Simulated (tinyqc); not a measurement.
Inside a calculation. Method: Pariser-Parr-Pople SCF with singles CI, for the molecule OC=C1C=C1 (SMILES; centres numbered as the heavy atoms are written). One step of it, computed by the program tinyqc.

Question. Singles CI, singlets. Over the 6 single excitations with the smallest orbital gaps: A = (e_a - e_i) delta + 2 (ia|jb) - (ij|ab), with (pq|rs) = sum c_mp c_mq gamma_mn c_nr c_ns. f = 2/3 w |mu|^2 in atomic units, mu = sqrt2 sum c_ia sum_m c_mi c_ma R_m.

orbital energies (eV): -14.620665  -12.504720  -8.196612  0.043490  1.768733

coefficients:
```
         MO1        MO2        MO3        MO4        MO5
1O  0.251570   0.820012  -0.470291   0.003569   0.207622
2C  0.362136   0.375833   0.568089  -0.004259  -0.636289
3C  0.557385  -0.078586   0.463314   0.000805   0.684460
4C  0.496459  -0.300347  -0.344017   0.708683  -0.206739
5C  0.498418  -0.299910  -0.350847  -0.705505  -0.201997
```

repulsion gamma_rs (eV):
```
           1O         2C         3C         4C         5C
1O  21.500000   8.700816   5.580237   3.668784   4.154253
2C   8.700816  11.130000   7.553145   4.803457   4.802411
3C   5.580237   7.553145  11.130000   7.555184   7.553903
4C   3.668784   4.803457   7.555184  11.130000   7.553982
5C   4.154253   4.802411   7.553903   7.553982  11.130000
```

Centres (angstrom, eV; a flat drawing with bonds scaled to 1.40 angstrom):
```
centre          x          y  core charge z          W   gamma_rr
1O      -2.084000   0.387000              2  33.000000  21.500000
2C      -1.065000  -0.573000              1  11.160000  11.130000
3C       0.276000  -0.170000              1  11.160000  11.130000
4C       1.638000  -0.492000              1  11.160000  11.130000
5C       1.236000   0.849000              1  11.160000  11.130000
```

Give: singlet CI matrix; singlet excitation energies; oscillator strengths.

Answer.

singlet CI matrix (eV):
```
         3>4      3>5      2>4      2>5      1>4      1>5
3>4   2.8108  -0.0190  -0.4446   0.0741  -0.4825   0.0199
3>5  -0.0190   5.1335  -0.0006   0.0735   0.0392  -0.1955
2>4  -0.4446  -0.0006   8.1562  -0.0192   0.5914  -0.0113
2>5   0.0741   0.0735  -0.0192   8.0387  -0.0766  -0.2677
1>4  -0.4825   0.0392   0.5914  -0.0766   8.5856  -0.0215
1>5   0.0199  -0.1955  -0.0113  -0.2677  -0.0215   9.8120
```

singlet excitation energies (eV): 2.7407  5.1237  7.7405  7.9972  9.0741  9.8607

oscillator strengths: 0.0498  0.7033  0.3411  0.1110  0.1222  0.0173
